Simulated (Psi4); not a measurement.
# MP2/6-311+G(d,p) (density fitting, density fitting for correlation, sweep point 7) run of H3O+ (SMILES [OH3+])

Aim: the vertical electron affinity of H3O+ at MP2/6-311+G** (density fitting, density fitting for correlation, sweep point 7), from 2 runs. 

The results are computed with Psi4 1.11.

## 1. The system as given

The species is H3O+ (4 atoms), meant as a singlet with charge +1. As SMILES, `[OH3+]`. The coordinates come from a PBE0-D4/def2-TZVP relaxation.

Bond lengths: O1–H2 0.978 Å, O1–H3 0.978 Å, O1–H4 0.978 Å. Angles: H2–O1–H3 113.0°, H2–O1–H4 113.0°, H3–O1–H4 113.0°.

## 2. A single-point energy at MP2/6-311+G(d,p) (density fitting, density fitting for correlation, sweep point 7)

Contents of job.inp:

```
memory 1.6 GB

molecule {
  1 1
  O      0.181970    -0.056700    -0.052760
  H      0.219060     0.918440     0.015140
  H     -0.408890    -0.368290    -0.767380
  H      0.007860    -0.493450     0.805020
  symmetry c1
}

set {
  basis 6-311+G**
  puream true
  scf_type df
  num_frozen_docc 1
}

E, wfn = energy("mp2", return_wfn=True)
```

The run is started by

```bash
$ psi4 job.inp job.out -n 1
```

job.out:

```text
[...]
  Running in c1 symmetry.
[...]
  Nuclear repulsion =   13.956307360664804
[...]
  Multiplicity = 1
[...]
  Nalpha       = 5
  Nbeta        = 5
[...]
    Number of basis functions: 40
[...]
   @DF-RHF iter   1:   -76.29014784790961    3.06530e-02   7.34245e-03 ADIIS/DIIS
[...]
   @DF-RHF iter  10:   -76.33139098542169   -1.27898e-13   2.05857e-09 DIIS
[...]
    Orbital Energies [Eh]
    ---------------------
    Doubly Occupied:
       1A    -21.001662     2A     -1.800407     3A     -1.137019
       4A     -1.136987     5A     -0.951005
[...]
  @DF-RHF Final Energy:   -76.33139098542169
   => Energetics <=
    Nuclear Repulsion Energy =             13.9563073606648036
    One-Electron Energy =                -128.5212381409805289
    Two-Electron Energy =                  38.2335397948940283
    Total Energy =                        -76.3313909854216917
[...]
 Multipole Moments:
 ------------------------------------------------------------------------------------
     Multipole            Electronic (a.u.)      Nuclear  (a.u.)        Total (a.u.)
 ------------------------------------------------------------------------------------
 L = 1.  Multiply by 2.5417464519 to convert [e a0] to [Debye]
 Dipole X            :         -0.0347334           -0.5737000           -0.6084333
 Dipole Y            :          0.0108508            0.1787591            0.1896099
 Dipole Z            :          0.0100468            0.1663531            0.1763999
 Magnitude           :                                                    0.6612563
[...]
```

It took 3.3 s on 1 thread of Intel Xeon at 2.70GHz, shared host; peak memory 0.19 GiB.

## 3. Doublet neutral H3O, same level

Contents of input.inp:

```
memory 1600 mb

molecule system {
  0 2
  O      0.181970    -0.056700    -0.052760
  H      0.219060     0.918440     0.015140
  H     -0.408890    -0.368290    -0.767380
  H      0.007860    -0.493450     0.805020
  symmetry c1
}

set {
  basis 6-311+G**
  reference uhf
  puream true
  scf_type df
  num_frozen_docc 1
  maxiter 100
}

e_tot, wfn = energy('mp2', return_wfn=True)
print_variables()
```

The run is started by

```bash
$ psi4 input.inp input.out -n 1
```

input.out:

```text
[...]
  Running in c1 symmetry.
[...]
  Nuclear repulsion =   13.956307360664804
[...]
  Multiplicity = 2
[...]
  Nalpha       = 6
  Nbeta        = 5
[...]
    Number of basis functions: 40
[...]
   @DF-UHF iter   1:   -76.42993386936784   -1.09133e-01   8.79711e-03 DIIS/ADIIS
[...]
   @DF-UHF iter  12:   -76.48098215863425   -2.57216e-12   6.55531e-09 DIIS
[...]
   @S^2 Observed:                7.533487213E-01
[...]
    Orbital Energies [Eh]
    ---------------------
    Alpha Occupied:
       1A    -20.690481     2A     -1.515502     3A     -0.832547
       4A     -0.832518     5A     -0.658644     6A     -0.155998
    Alpha Virtual:
       7A      0.144813     8A      0.144825     9A      0.191282
      10A      0.220127    11A      0.220137    12A      0.293876
      13A      0.580678    14A      0.607372    15A      0.607406
      16A      1.059064    17A      1.059081    18A      1.125169
      19A      1.353341    20A      1.353432    21A      1.441485
      22A      1.715779    23A      1.919521    24A      1.919608
      25A      1.942288    26A      2.290192    27A      2.290266
[...]
  @DF-UHF Final Energy:   -76.48098215863425
   => Energetics <=
    Nuclear Repulsion Energy =             13.9563073606648036
    One-Electron Energy =                -131.7345436201815119
    Two-Electron Energy =                  41.2972541008824621
    Total Energy =                        -76.4809821586342480
  UHF NO Occupations:
  HONO-2 :    4  A 1.9993055
  HONO-1 :    5  A 1.9993051
[...]
 Multipole Moments:
 ------------------------------------------------------------------------------------
     Multipole            Electronic (a.u.)      Nuclear  (a.u.)        Total (a.u.)
 ------------------------------------------------------------------------------------
 L = 1.  Multiply by 2.5417464519 to convert [e a0] to [Debye]
 Dipole X            :          0.5202948           -0.5737000           -0.0534052
 Dipole Y            :         -0.1620991            0.1787591            0.0166600
 Dipole Z            :         -0.1508417            0.1663531            0.0155115
 Magnitude           :                                                    0.0580541
[...]
```

It took 3.3 s on 1 thread of Intel Xeon at 2.70GHz, shared host; peak memory 0.19 GiB.

## 4. What came out

At MP2/6-311+G** (density fitting, density fitting for correlation, sweep point 7), 1 core orbital frozen:

| quantity | value |
| --- | --- |
| singlet H3O+: total energy | -76.54970 Eh |
| singlet H3O+: HOMO energy (Hartree–Fock orbitals) | -25.88 eV |
| singlet H3O+: LUMO energy (Hartree–Fock orbitals) | -3.92 eV |
| singlet H3O+: HOMO–LUMO gap (Hartree–Fock orbitals) | 21.96 eV |
| singlet H3O+: correlation energy (1 core orbital frozen) | -218.3 mEh |
| doublet neutral H3O: total energy | -76.71904 Eh |
| doublet neutral H3O: HOMO energy (Hartree–Fock orbitals) (highest over α and β) | -4.24 eV |
| doublet neutral H3O: LUMO energy (Hartree–Fock orbitals) (lowest over α and β) | 3.30 eV |
| doublet neutral H3O: correlation energy (1 core orbital frozen) | -238.1 mEh |
| doublet neutral H3O: ⟨S²⟩ of the reference determinant | 0.753 |
| vertical electron affinity (to the doublet neutral) | 4.608 eV |

At fixed nuclei the extra electron is bound by 4.61 eV (445 kJ/mol).
